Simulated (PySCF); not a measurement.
# C4H9F (1-fluorobutane): the cost of one run

Computed with PySCF 2.14.0, with density-fitted response routines of our own, on a single molecule in the gas phase. Atoms are numbered from 0 throughout.

## Step 1: The starting structure

14 atoms, charge 0, multiplicity 1; geometry from: GFN2-xTB. The atoms were then displaced at random by about 0.01 Å, so the start is not that level's minimum.

Bonds of the start (Å): C0–C1 1.49, C1–C2 1.52, C2–C3 1.57, C3–F4 1.36, C0–H5 1.08, C0–H6 1.11, C0–H7 1.08, C1–H8 1.12, C1–H9 1.09, C2–H10 1.08, C2–H11 1.09, C3–H12 1.06, C3–H13 1.09.

## Step 2: Geometry optimisation at PBE0-D3(BJ)/def2-SVP

Job settings and geometry (Å):

```
{"job": {"xc": "PBE0", "basis": "def2-SVP", "d3": "d3bj", "grid": 1, "shake": 0.01, "kind": "geom"}, "charge": 0, "multiplicity": 1}
C     -1.926890    -0.067440    -0.087880
C     -0.554030    -0.223290     0.482260
C      0.510620     0.179040    -0.529320
C      1.965080     0.015950     0.044220
F      2.135570     0.879810     1.080160
H     -2.082510    -0.659890    -0.977100
H     -2.106830     0.992470    -0.376010
H     -2.683910    -0.317160     0.636190
H     -0.443150     0.400000     1.400500
H     -0.405040    -1.264880     0.783630
H      0.444990    -0.435510    -1.411270
H      0.398200     1.226700    -0.800400
H      2.670970     0.249380    -0.709840
H      2.069780    -0.990280     0.457110
```

Launch:

```sh
$ OMP_NUM_THREADS=1 python probes_run.py task.json out
```

This one command runs all jobs of the session in turn.

**Question.** How long does this first job take on 1 thread of Arm Neoverse V2, shared host, and how much memory does it need?

About 15 s, with a peak of 0.47 GiB.
